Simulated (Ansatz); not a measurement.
A made-up structure of CH5BSi, closed shell:

```xyz
8
angstrom
B 0.0364 0.6268 -0.3697
Si -1.6402 0.5884 -1.0789
C 0.7499 -0.6898 0.7525
H -2.9451 0.5713 -1.6387
H 0.7075 1.5239 -0.6292
H 1.0183 -0.2678 1.7229
H 1.6437 -1.1331 0.3092
H 0.0157 -1.4807 0.9120
```

It is relaxed with PBE-D4/def2-SVP and then PBE0-D4/def2-TZVP (Ansatz 0.2.0). Atoms count as bonded within 1.22 times the sum of their covalent radii (H–H: 0.88 Å). The end point is not checked to be a true minimum.

Question: Does its bonding change? (Judge from chemistry; the calculation decides.)

Answer: Computed: Yes. Formed: B1–H4, Si2–H5; broken: none.

Where it ends: The first stage lowers the energy by 2.27 eV in 30 steps. It ends as CH₅BSi ([CH3][B]12[H][Si]1[H]2):
B1  (-0.372, -0.027, -0.455)
Si2  (-1.467, 0.397, -1.856)
C3  (0.562, -0.466, 0.711)
H4  (-1.521, 0.612, -0.182)
H5  (-0.014, 0.999, -1.243)
H6  (0.820, 0.353, 1.386)
H7  (1.493, -0.880, 0.316)
H8  (0.084, -1.250, 1.304)
(Å)

Labels in which every atom is bracketed show which atoms are joined, not bond orders.

For scale, one of the runs: PBE0-D4/def2-TZVP relaxation, 129 basis functions, launched by `ansatz run in.yaml --threads 2 --pin off --events-out ev --progress --plain --max-ram 4352MiB`. Hardware: 2 CPU threads of an Arm Neoverse V1, shared host. Wall time about 14 s.
